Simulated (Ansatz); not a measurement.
This geometry of H5MgNSi (8 atoms, charge 0, multiplicity 1) is a first-order saddle point.

Level of theory: RKS B3LYP-D4/def2-SVP in Ansatz.

```xyz
8
Properties=species:S:1:pos:R:3
N -0.927 0.318 -0.538
Si 0.757 0.654 0.022
Mg 0.503 -1.674 0.971
H -1.005 -0.192 -1.419
H -1.601 1.084 -0.565
H 0.568 1.754 1.029
H 1.630 1.273 -1.041
H 0.074 -3.216 1.542
```

Question: Which two structures does it join? (They come from a converged band through this point; their orientation in space is the band's.)

Answer: Bonds broken: N1–Mg3. The dihedral H4–N1–Si2–H6 goes from 116 to -178°.

Initial state:

```xyz
8
Properties=species:S:1:pos:R:3
N -0.698 0.041 -0.427
Si 0.984 0.765 0.163
Mg 0.093 -1.514 0.845
H -0.765 -0.092 -1.439
H -1.515 0.601 -0.171
H 0.588 2.091 0.756
H 1.665 1.163 -1.120
H -0.351 -3.055 1.393
```

Final state:

```xyz
8
Properties=species:S:1:pos:R:3
N -1.147 0.640 -0.689
Si 0.456 0.529 0.045
Mg 0.700 -1.846 1.052
H -1.365 -0.013 -1.437
H -1.483 1.563 -0.955
H 0.454 1.566 1.134
H 1.583 0.973 -0.861
H 0.803 -3.413 1.712
```

Question: How far does it lie above each of them?

Answer: 0.190 eV above the first and 0.062 eV above the second. This is the barrier of this one path; another mechanism may lie lower. The orbitals stay closed-shell, which can raise the energy where a bond breaks towards radicals; this wasn't checked here.

The run took 6.5 min on 1 thread of Intel(R) Xeon(R) Processor @ 2.50GHz (Skylake/Cascade Lake), on a shared host, peak memory 0.17 GiB.
